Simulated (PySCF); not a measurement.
# How methods differ on the ionisation energy of Cl

Cl [Ne] 3s2 3p5 (2P) → Cl⁺ [Ne] 3s2 3p4 (3P), as a difference of total energies. Calculation: PySCF 2.14, in jorge-DZP-DKH; the spin-free X2C one-electron Hamiltonian (Gaussian nucleus). Correlated levels: valence: [Ne] frozen. The calculations carry no spin-orbit coupling.

```
           method  ionisation energy (eV)
              UHF                  11.774
              LDA                  13.197
    MP2 (valence)                  12.416
SCS-MP2 (valence)                  12.398
   CCSD (valence)                  12.350
```

Q: Estimate what B3LYP gives.

A: 13.055 eV, closest to LDA among the rows shown.

Q: Estimate what CCSD(T) (valence) gives.

A: 12.356 eV, closest to CCSD (valence) among the rows shown.

Errors of the correlated levels include the incompleteness of this basis and the frozen core.

For comparison: 12.974 eV (measured; NIST levels, between the centres of gravity of the two terms).
